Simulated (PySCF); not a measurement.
The vertical singlet excitations below were computed for one of the candidates. Level of theory: PySCF 2.14.0, density-fitted response routines, TDDFT wB97X-D/def2-SVPD, vertical, gas phase, core orbitals frozen in the response. Geometries: PBE0-D3(BJ)/def2-SVP, one conformer each.

| state | E (eV) | f |
| --- | --- | --- |
| S1 | 6.26 | 0.108 |
| S2 | 6.44 | 0.0036 |
| S3 | 6.74 | 0.0030 |
| S4 | 7.19 | 0.0012 |
| S5 | 7.49 | 0.011 |
| S6 | 7.74 | 0.053 |
| S7 | 7.97 | 0.024 |
| S8 | 8.32 | 0.021 |
| S9 | 8.43 | 0.022 |
| S10 | 8.49 | 0.014 |

**Question.** Which candidate is it?
A. `C[C@H]1C=C1Cl`
B. `[H]/N=C/CC#N`
C. `CC#CCCl`
D. `C(N)[C@@H]1N=C1`

**Answer.** A. Its S1, at 6.26 eV, is the highest among the candidates; the nearest of the others has S1 at 5.82 eV. S1 is HOMO→LUMO (92%). Löwdin shares by element: HOMO carbon 65% or more, chlorine 18% (atoms not listed hold the other 17%); LUMO carbon 67% or more, chlorine 14%, hydrogen 9% or more. At the same level the other candidates give, for their lowest levels:
- `[H]/N=C/CC#N`: 5.41 eV (f 0.003); 7.55 eV (f 0.006); 7.87 eV (f 0.015); 7.95 eV (f 0.019); 8.03 eV (f 0.002); T1 4.60 eV; HOMO -10.39, LUMO 0.81 eV
- `CC#CCCl`: 5.82 eV (f 0.000); 6.38 eV (f 0.061); 6.83 eV (f 0.000); 6.98 eV (f 0.001); 7.07 eV (f 0.005); T1 5.11 eV; HOMO -9.50, LUMO 1.49 eV
- `NC[C@H]1C=N1`: 5.10 eV (f 0.000); 6.06 eV (f 0.009); 6.85 eV (f 0.036); 7.45 eV (f 0.016); 7.79 eV (f 0.012); T1 4.47 eV; HOMO -8.88, LUMO 1.14 eV
Triplets come from the Tamm–Dancoff approximation.
